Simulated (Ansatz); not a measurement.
**BCN (triplet): wave-function methods side by side, def2-TZVPP**

One table from this session's results is given with a row withheld; the runs are named, their logs left out.

Computed with Ansatz 0.2.0, Gaussian basis. Level: def2-TZVPP, core rule «outside noble gas», up to 3 orbitals frozen.

Plan: UHF; ROHF; CCSD(T) on UHF.

2 further runs of the same task are left out: 2 set aside as unsound or not needed.

### The geometry

The geometry is a PBE0/def2-TZVP stationary point (not a proven minimum).

3 atoms, charge 0, spin multiplicity 3.

Atoms are counted from 1 here; the program's logs count them from 0.

Bond lengths: B1–C2 1.451 Å, C2–N3 1.169 Å. Angles: B1–C2–N3 180.0°.

The first run:

Contents of in.yaml:

```yaml
crystal:
  periodic: [false, false, false]
  atoms:
    - {symbol: B, position_ang: [0.000000, 0.000000, 1.356800]}
    - {symbol: C, position_ang: [0.000000, 0.000000, -0.094000]}
    - {symbol: N, position_ang: [0.000000, 0.000000, -1.262800]}
basis:
  gaussian: {orbitals: def2-TZVPP}
magnetization: {spin_polarized: true, initial_magnetization: 2}
hamiltonian: {xc: hf}
output: {orbitals: {seedname: orbitals}}
```

On the command line:

```bash
ansatz run in.yaml --threads 1 --pin off --events-out ev --progress --plain --max-ram 4096MiB --backend cpu
```

Among the steps run: UHF; ROHF; CCSD(T) on UHF.

One of the session's tables, all rows but one given; the rest of the session is left out.

It belongs to the step «Misses and costs». 

| method | from UCCSD(T) (kcal/mol) |
| --- | --- |
| ROHF | +252.97 |
| UHF | ? |
| UMP2 | +27.42 |
| UCCSD | +13.07 |
| UCCSD(T) | 0 |

**Question.** Estimate the row for UHF.

The run gave: from UCCSD(T) (kcal/mol): +248.43. In the column «from UCCSD(T) (kcal/mol)» it lies between UMP2 (+27.42) and ROHF (+252.97).

With the free atoms at the same levels and basis (separate runs), the atomisation energy is 11.079 eV at UCCSD(T), 7.722 eV at ROHF.
